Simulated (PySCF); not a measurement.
# Ways to converge the SCF of PN2⁻

Do solver options change the result for PN2⁻, or only the number of cycles?

Computed with PySCF 2.14.0. Level: each script names its method and basis.

**1. Where the work starts**

PN2⁻: 3 atoms, charge -1, spin multiplicity 1.

Bond lengths: P1–N2 1.511 Å, P1–N3 1.511 Å. Angles: N2–P1–N3 180.0°.

Coordinates:

```
P     0.0000    0.0000    0.0000
N     1.5114    0.0000    0.0000
N    -1.5114    0.0000    0.0000
```

**2. The run that the others are compared with**

input.py

```python
from pyscf import gto, dft

mol = gto.M(
    atom='P 0 0 0; N 1.5114 0 0; N -1.5114 0 0',
    basis='cc-pvdz-dk',
    charge=-1,
    spin=0,
    verbose=4,
)
mf = dft.RKS(mol, xc='lc_wpbe')
mf = mf.sfx2c1e()
mf.kernel()
mf.stability(internal=True, external=True)
mf.dip_moment()
print('orbital energies (hartree):', mf.mo_energy[..., max(0, mol.nelec[1]-3):mol.nelec[0]+3].round(4))
```

The run is started by

```sh
> OMP_NUM_THREADS=1 python input.py
```

The log of this run is left out.

It gives: E(SCF) = -451.456068 Eh, 9 cycles, internal stable; real -> complex stable; RHF/RKS -> UHF/UKS stable.

The dipole of an ion depends on the origin.

**3. Level shift 0.1 hartree**

Run 1 changes level shift: none → 0.1 hartree.

input.py

```python
from pyscf import gto, dft

mol = gto.M(
    atom='P 0 0 0; N 1.5114 0 0; N -1.5114 0 0',
    basis='cc-pvdz-dk',
    charge=-1,
    spin=0,
    verbose=4,
)
mf = dft.RKS(mol, xc='lc_wpbe')
mf = mf.sfx2c1e()
mf.level_shift = 0.1
mf.kernel()
mf.stability(internal=True, external=True)
mf.dip_moment()
print('orbital energies (hartree):', mf.mo_energy[..., max(0, mol.nelec[1]-3):mol.nelec[0]+3].round(4))
```

The run is started by

```sh
> OMP_NUM_THREADS=1 python input.py
```

**4. Level shift 1 hartree**

Run 2 changes level shift: none → 1 hartree.

input.py, as its differences from that of step 2:

```diff
@@ -11,2 +11,3 @@
 mf = mf.sfx2c1e()
+mf.level_shift = 1.0
 mf.kernel()
```

**Question.** What will these runs give? Wanted: for each run, E(SCF); from base; gap; after the SCF.

**Answer**, as computed:

```
                    run  E(SCF) (hartree)  from base (eV)  cycles  gap (eV)  after the SCF
                   base       -451.456068               0       9     10.60         stable
level shift 0.1 hartree       -451.456068          0.0000      10     10.60         stable
  level shift 1 hartree       -451.456068          0.0000      18     10.60         stable
```

Distance from each run's final energy (log10 hartree) by cycle:

```
                    run  cycle 1  cycle 2  cycle 3  cycle 5  cycle 8  cycle 12
                   base     -1.0     -0.9     -3.6     -5.5    -10.2      done
level shift 0.1 hartree     -1.0     -1.1     -3.1     -5.2     -8.8      done
  level shift 1 hartree     -0.8     -1.8     -2.3     -3.4     -5.0      -6.9
```

What this shows: The SCF energy stays the same, to the digits that matter, with level shift 0.1 hartree or level shift 1 hartree. The base needs 9 cycles and the run with level shift 1 hartree needs 18.
